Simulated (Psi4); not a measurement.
# revPBE/def2-TZVPP run of BNH4 (SMILES BN)

What is the vertical ionisation energy of BNH4 at revPBE/def2-TZVPP? 

The calculation is run with Psi4 1.11.

2 further runs of the same task are left out: 1 that didn't finish, 1 set aside as unsound or not needed.

## Step 1: The structure to begin with

The species is BNH4 (6 atoms), meant as a singlet with charge 0. As SMILES, `BN`. The shape is that of a PBE0-D4/def2-TZVP optimisation.

Bond lengths: B1–N2 1.385 Å, B1–H3 1.197 Å, B1–H4 1.197 Å, N2–H5 1.006 Å, N2–H6 1.006 Å. Angles: B1–N2–H5 123.2°, B1–N2–H6 123.2°, N2–B1–H3 119.0°, N2–B1–H4 119.0°, H5–N2–H6 113.5°, H3–B1–H4 122.0°.

## Step 2: Energy and forces at revPBE/def2-TZVPP

input.in reads:

```
memory 1600 MB

molecule {
  B     -0.128200    -0.679600    -0.025600
  N      0.146100     0.677400     0.010800
  H      0.225800    -1.368000     0.887500
  H     -0.712000    -1.128700    -0.969200
  H     -0.121600     1.313700    -0.720800
  H      0.632000     1.121400     0.771300
  symmetry c1
}

set {
  puream               true
  e_convergence        1e-09
  d_convergence        1e-08
  scf_type             pk
  dft_radial_points    99
  dft_spherical_points 590
}

E, wfn = gradient('revpbe/def2-TZVPP', return_wfn=True)
oeprop(wfn, 'MULLIKEN_CHARGES', 'MAYER_INDICES', 'LOWDIN_CHARGES')
```

On the command line:

```bash
$ psi4 input.in input.out -n 1
```

input.out:

```text
[...]
  Running in c1 symmetry.
[...]
  Nuclear repulsion =   32.316093047941223
[...]
  Multiplicity = 1
[...]
  Nalpha       = 8
  Nbeta        = 8
[...]
    Number of basis functions: 118
[...]
   @RKS iter   1:   -81.67465381399933   -2.12396e-01   7.71691e-03 ADIIS/DIIS
[...]
   @RKS iter   9:   -82.04481716722476   -1.33653e-10   8.64865e-09 DIIS
[...]
    Orbital Energies [Eh]
    ---------------------
    Doubly Occupied:
       1A    -14.000181     2A     -6.490012     3A     -0.797521
       4A     -0.472068     5A     -0.466332     6A     -0.344228
       7A     -0.274976     8A     -0.267313
[...]
  @RKS Final Energy:   -82.04481716722476
   => Energetics <=
    Nuclear Repulsion Energy =             32.3160930479412229
    One-Electron Energy =                -173.4957759563066872
    Two-Electron Energy =                  71.5918336218895206
    DFT Exchange-Correlation Energy =     -12.4569678807488220
    Empirical Dispersion Energy =           0.0000000000000000
    VV10 Nonlocal Energy =                  0.0000000000000000
    Total Energy =                        -82.0448171672247639
[...]
 Multipole Moments:
 ------------------------------------------------------------------------------------
     Multipole            Electronic (a.u.)      Nuclear  (a.u.)        Total (a.u.)
 ------------------------------------------------------------------------------------
 L = 1.  Multiply by 2.5417464519 to convert [e a0] to [Debye]
 Dipole X            :          0.0796400            0.0811556            0.1607956
 Dipole Y            :          0.3943473            0.4016450            0.7959923
 Dipole Z            :          0.0106066            0.0107185            0.0213251
 Magnitude           :                                                    0.8123507
[...]
  -Total Gradient:
     Atom            X                  Y                   Z
    ------   -----------------  -----------------  -----------------
       1        0.001645433686     0.008217164383     0.000207405614
       2       -0.000438813478    -0.002366197981     0.000002703416
       3       -0.000928340775     0.001841606254    -0.002413961501
       4        0.001554691337     0.001209919521     0.002503627255
       5        0.001683535546    -0.005094140213     0.004989362993
       6       -0.003516428884    -0.003807966198    -0.005289128041
[...]
  Mulliken Charges: (a.u.)
   Center  Symbol    Alpha    Beta     Spin     Total
       1     B     2.49946  2.49946  0.00000  0.00108
       2     N     3.63327  3.63327  0.00000 -0.26654
       3     H     0.52364  0.52364  0.00000 -0.04727
       4     H     0.52363  0.52363  0.00000 -0.04725
       5     H     0.41000  0.41000  0.00000  0.18000
       6     H     0.41000  0.41000  0.00000  0.17999
   Total alpha =  8.00000, Total beta =  8.00000, Total charge = -0.00000
  Lowdin Charges: (a.u.)
   Center  Symbol    Alpha    Beta     Spin     Total
[...]
```

It took 38 s on 1 thread of Intel Xeon Platinum 8259CL at 2.50GHz (Skylake/Cascade Lake), shared host; peak memory 0.7 GiB.

## Step 3: The doublet cation

job.in reads:

```
memory 1600 MB

molecule system {
  1 2
  B
  N 1 1.384924
  H 1 1.197064 2 119.00323
  H 1 1.197036 3 121.98914 2 179.99388
  H 2 1.005873 1 123.23009 4 0.00539
  H 2 1.005781 5 113.53278 1 -179.99309
  symmetry c1
}

set {
  basis def2-TZVPP
  reference uks
  puream true
  e_convergence 1e-09
  d_convergence 1e-08
  scf_type pk
  dft_radial_points 99
  dft_spherical_points 590
  maxiter 200
}

gradient("revpbe")
```

On the command line:

```bash
$ psi4 -n 1 job.in job.out
```

job.out, cut to the lines that bear on the results:

```text
[...]
  Running in c1 symmetry.
[...]
  Nuclear repulsion =   32.316088889946727
[...]
  Multiplicity = 2
[...]
  Nalpha       = 8
  Nbeta        = 7
[...]
    Number of basis functions: 118
[...]
   @UKS iter   1:   -81.34554898165329    1.16709e-01   7.05451e-03 DIIS/ADIIS
[...]
   @UKS iter  54:   -81.63424174602436   -1.29432e-10   1.16437e-09 DIIS
[...]
   @S^2 Observed:                7.583103571E-01
[...]
  @UKS Final Energy:   -81.63424174602436
   => Energetics <=
    Nuclear Repulsion Energy =             32.3160888899467267
    One-Electron Energy =                -168.3983352923639245
    Two-Electron Energy =                  66.5992442146924617
    DFT Exchange-Correlation Energy =     -12.1512395582996344
    Empirical Dispersion Energy =           0.0000000000000000
    VV10 Nonlocal Energy =                  0.0000000000000000
    Total Energy =                        -81.6342417460243581
[...]
 Multipole Moments:
 ------------------------------------------------------------------------------------
     Multipole            Electronic (a.u.)      Nuclear  (a.u.)        Total (a.u.)
 ------------------------------------------------------------------------------------
 L = 1.  Multiply by 2.5417464519 to convert [e a0] to [Debye]
 Dipole X            :          0.0000515            0.0000023            0.0000539
 Dipole Y            :          0.0000175           -0.0000636           -0.0000461
 Dipole Z            :         -0.0435656            0.4099023            0.3663367
 Magnitude           :                                                    0.3663367
[...]
  -Total Gradient:
     Atom            X                  Y                   Z
    ------   -----------------  -----------------  -----------------
       1        0.000007770696    -0.000008545492     0.017989518565
       2       -0.000004499309     0.000073239006    -0.022337457899
       3       -0.015146233436    -0.007880901258     0.015068530174
       4        0.015142455723     0.007885378117     0.015070001099
       5       -0.018843134479     0.016544264617    -0.012872688819
       6        0.018843641030    -0.016613435632    -0.012917693742
[...]
```

Run time: 3.1 min. Hardware: 1 thread of Intel Xeon Platinum 8259CL at 2.50GHz (Skylake/Cascade Lake), shared host; peak memory 0.71 GiB.

## Step 4: Summary of results

At revPBE/def2-TZVPP:

```
                                          quantity         value
                        singlet BNH4: total energy  -82.04482 Eh
                       singlet BNH4: dipole moment        2.06 D
                         singlet BNH4: HOMO energy      -7.27 eV
                         singlet BNH4: LUMO energy      -0.66 eV
                       singlet BNH4: HOMO–LUMO gap       6.62 eV
            singlet BNH4: largest force on an atom    0.431 eV/Å
                      doublet cation: total energy  -81.63424 Eh
doublet cation: HOMO energy (highest over α and β)     -15.24 eV
 doublet cation: LUMO energy (lowest over α and β)     -15.03 eV
                              doublet cation: ⟨S²⟩         0.758
          doublet cation: largest force on an atom    1.453 eV/Å
vertical ionisation energy (to the doublet cation)     11.172 eV
```

**Reading.** Removing an electron at fixed nuclei costs 11.17 eV (258 kcal/mol). The largest force (singlet BNH4) is 0.43 eV/Å: the shape isn't a stationary point for this species at this level. The negative HOMO energy of the first species, 7.27 eV, lies 3.90 eV below that difference.
